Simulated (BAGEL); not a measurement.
**BH2ClO (SMILES OBCl), step by step**

Wanted: the energy (HF/def2-SVP), then the energy (NEVPT2(2,2)/def2-SVP), then the energy (CASPT2(2,2)/def2-SVP) of BH2ClO. 

The calculation is run with BAGEL 1.2.2.

2 further runs of the same task are left out: 2 set aside as unsound or not needed.

## 1. The structure to begin with

BH2ClO has 5 atoms, charge 0, and is taken as a singlet. As SMILES, `OBCl`. The O1–B2 distance was set to 2.546 Å, away from the relaxed value. At this shape a bond of the SMILES string is far longer than usual.

Bond lengths: B2–Cl3 1.766 Å, O1–H4 0.963 Å, B2–H5 1.189 Å. Angles: Cl3–B2–H5 119.2°. A long bond or contact: O1–B2 2.546 Å.

## 2. A single-point energy at HF/def2-SVP (density fitting with svp-jkfit) (run 1)

input.json

```json
{ "bagel": [

{
  "title": "molecule",
  "basis": "svp",
  "df_basis": "svp-jkfit",
  "angstrom": true,
  "geometry": [
    { "atom": "O", "xyz": [   -1.981380,   -1.051864,   -0.129621 ] },
    { "atom": "B", "xyz": [    0.379000,   -0.137200,    0.137900 ] },
    { "atom": "Cl", "xyz": [    0.788600,    1.496000,   -0.395300 ] },
    { "atom": "H", "xyz": [   -2.595780,   -0.432064,   -0.536421 ] },
    { "atom": "H", "xyz": [    1.223300,   -0.815100,    0.628600 ] }
  ]
},
{ "title": "hf" },
{ "title": "print", "file": "orbitals.molden", "orbitals": true }

]}
```

The run is started by

```sh
$ BAGEL_NUM_THREADS=1 BAGEL input.json > input.out
```

Standard output:

```text
* using 1 threads per process

  ===============================================================
  ===============================================================

  *** Geometry ***

  { "atom" : "O", "xyz" : [     -3.744266,     -1.987735,     -0.244948 ] },
  { "atom" : "B", "xyz" : [      0.716206,     -0.259270,      0.260593 ] },
  { "atom" : "Cl", "xyz" : [      1.490238,      2.827030,     -0.747009 ] },
  { "atom" : "H", "xyz" : [     -4.905313,     -0.816483,     -1.013689 ] },
  { "atom" : "H", "xyz" : [      2.311702,     -1.540316,      1.187882 ] },

  Number of auxiliary basis functions:      316

  Since a DF basis is specified, we compute 2- and 3-index integrals:
    o Being stored without compression. Storage requirement is 0.008 GB

  Number of basis functions:       56
  Number of electrons      :       32

    * METHOD: MOLECULE                             0.08

  *** RHF ***

  === Nuclear Repulsion ===
    67.5731018741

      * DIIS with orbital gradients will be used.

  === RHF iteration (svp) ===
      0       -559.53250234          0.03138711           0.02
      1       -558.34064602          0.07898829           0.01
      2       -559.81783608          0.00483059           0.01
[... 13 lines of this table left out ...]
     16       -559.83669274          0.00000001           0.01
    * SCF iteration converged.

    * Permanent dipole moment:
           (   -1.368608,    -0.906787,    -0.007189) a.u.

    * METHOD: HF                                   0.33

    * METHOD: PRINT                                0.01

  ===============================================================
```

Run time: 0.54 s. Hardware: 1 thread of Arm Neoverse V1, shared host; peak memory 0.14 GiB.

## 3. The energy at NEVPT2(2,2)/def2-SVP (density fitting with svp-jkfit) (run 2)

calc.json

```json
{ "bagel" : [

{
  "title" : "molecule",
  "basis" : "svp",
  "df_basis" : "svp-jkfit",
  "angstrom" : "true",
  "geometry" : [
    { "atom" : "O", "xyz" : [   -1.981380,   -1.051864,   -0.129621 ] },
    { "atom" : "B", "xyz" : [    0.379000,   -0.137200,    0.137900 ] },
    { "atom" : "Cl", "xyz" : [    0.788600,    1.496000,   -0.395300 ] },
    { "atom" : "H", "xyz" : [   -2.595780,   -0.432064,   -0.536421 ] },
    { "atom" : "H", "xyz" : [    1.223300,   -0.815100,    0.628600 ] }
  ]
},
{ "title" : "hf" },
{ "title" : "casscf", "nstate" : 1, "nact" : 2, "nclosed" : 15, "active" : [16, 17], "maxiter" : 200, "natocc" : "true" },
{ "title" : "nevpt2", "nstate" : 1, "nact" : 2, "nclosed" : 15, "active" : [16, 17], "maxiter" : 200, "natocc" : "true", "ncore" : 7 },
{ "title" : "print", "file" : "orbitals.molden", "orbitals" : "true" }

]}
```

The run is started by

```sh
$ BAGEL_NUM_THREADS=1 BAGEL calc.json > calc.out
```

Standard output:

```text
* using 1 threads per process

  ===============================================================
  ===============================================================

  *** Geometry ***

[... 29 lines left out ...]
    * SCF iteration converged.
[... 1 line left out ...]
    * Permanent dipole moment:
[... 27 lines left out ...]
    * Second-order optimization converged. *
[... 9 lines left out ...]
     * ci vector, state   0, <S^2> = 0.0000
[... 3 lines left out ...]
    * METHOD: CASSCF                               1.39

    * freezing 7 orbitals

  === DF-NEVPT2 calculation ===

    * 3-index integral transformation done
    * assembly done

      NEVPT2 correlation energy:   -0.3614958003      0.05

          (+0)     -0.2739076146
          (+0)'    -0.0231533307
          (+1)     -0.0149615002
          (+1)'    -0.0000000000
          (+2)     -0.0004657060
          (-1)     -0.0475856141
          (-1)'     0.0000000000
          (-2)     -0.0014220348

      NEVPT2 total energy:       -560.2720731132

    * METHOD: NEVPT2                               0.08

    * METHOD: PRINT                                0.01

  ===============================================================
```

It took 2 s on 1 thread of Arm Neoverse V1, shared host; peak memory 0.14 GiB.

## 4. The energy at CASPT2(2,2)/def2-SVP (density fitting with svp-jkfit) (run 3)

caspt2.json

```json
{ "bagel" : [

{
  "title" : "molecule",
  "basis" : "svp",
  "df_basis" : "svp-jkfit",
  "angstrom" : true,
  "geometry" : [
    { "atom" : "O", "xyz" : [   -1.981380,   -1.051864,   -0.129621 ] },
    { "atom" : "B", "xyz" : [    0.379000,   -0.137200,    0.137900 ] },
    { "atom" : "Cl", "xyz" : [    0.788600,    1.496000,   -0.395300 ] },
    { "atom" : "H", "xyz" : [   -2.595780,   -0.432064,   -0.536421 ] },
    { "atom" : "H", "xyz" : [    1.223300,   -0.815100,    0.628600 ] }
  ]
},
{ "title" : "hf" },
{ "title" : "casscf", "nstate" : 1, "nact" : 2, "nclosed" : 15, "active" : [16, 17], "maxiter" : 200, "natocc" : true },
{ "title" : "print", "file" : "orbitals.molden", "orbitals" : true },
{ "title" : "smith", "method" : "caspt2", "ms" : true, "xms" : true, "sssr" : true, "shift" : 0.2, "shift_imag" : true, "ncore" : 7 }

]}
```

The run is started by

```sh
$ BAGEL_NUM_THREADS=1 BAGEL caspt2.json > caspt2.out
```

Standard output:

```text
* using 1 threads per process

  ===============================================================
  ===============================================================

  *** Geometry ***

[... 31 lines left out ...]
    * Permanent dipole moment:
[... 37 lines left out ...]
     * ci vector, state   0, <S^2> = 0.0000
[... 21 lines left out ...]
       #      aibj      arbs      arbi      airj      risj      airs      arst      rist         Etot      error   time
[... 8 lines left out ...]
      ------------------------------------------------------------------------------------------------------------------

    * CASPT2 energy : state  0     -560.2781679080
        w/o shift correction       -560.2761914944
        reference weight              0.8916940987

    * METHOD: SMITH                                0.15

  ===============================================================
```

It took 2.1 s on 1 thread of Arm Neoverse V1, shared host; peak memory 0.14 GiB.

## 5. Results

| quantity | value |
| --- | --- |
| run 1, HF/def2-SVP: total energy | -559.83669 Eh |
| run 1, HF/def2-SVP: dipole moment | 4.17 D |
| run 1, HF/def2-SVP: HOMO energy | -9.85 eV |
| run 1, HF/def2-SVP: LUMO energy | 0.81 eV |
| run 1, HF/def2-SVP: HOMO–LUMO gap | 10.66 eV |
| run 2, NEVPT2(2,2)/def2-SVP: total energy | -560.27207 Eh |
| run 3, CASPT2(2,2)/def2-SVP: total energy | -560.27817 Eh |
